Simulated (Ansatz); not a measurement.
Reaction (SMILES): CCl (CH3-Cl) → CH3Cl+ (doublet, bonded as CCl) + e-
B3LYP-D3(BJ)/def2-TZVP geometries, fixed; electronic energies without zero-point terms.

Basis-set convergence of the adiabatic ionisation energy at B2PLYP with Ansatz (a program for electronic structure). Cartesian d functions, on some or all atoms, in 6-31G*, 6-31G**, 6-311G**; all else is spherical. Cores are frozen. Open shells are unrestricted. No added dispersion term, no relativity. Functions are those of the species that has most. Reference: the value in pcseg-4, 11.243 eV, itself unsure by roughly 0.003 eV (its mean distance from aug-pcseg-3, aug-cc-pV(Q+d)Z, cc-pV(5+d)Z). Deviations are taken from unrounded values.

```csv
basis,functions,adiabatic ionisation energy (eV),minus reference (eV)
STO-3G,17,10.375,-0.868
3-21G,28,11.323,0.080
6-31G,28,11.270,0.027
6-31G*,40,11.117,-0.126
6-31G**,49,11.123,-0.120
6-311G**,63,11.204,-0.039
def2-SVPD,71,11.261,0.018
aug-cc-pV(D+d)Z,82,11.204,-0.039
def2-TZVPD,110,11.208,-0.035
jun-cc-pV(T+d)Z,129,11.216,-0.027
def2-TZVPPD,139,11.213,-0.030
aug-cc-pV(T+d)Z,170,11.224,-0.019
def2-QZVPPD,241,11.236,-0.007
aug-cc-pV(Q+d)Z,307,11.243,0.000
```

The smallest set listed that lies within 0.05 eV of the reference with all its larger relatives (same family, alike in diffuse functions; a set with none counts only in the reference's own line) is def2-SVPD (71 functions, 0.018 eV off). Inside the window by cancellation, since a larger relative falls out: 6-31G. Inside, with no larger relative to test it: 6-311G**.
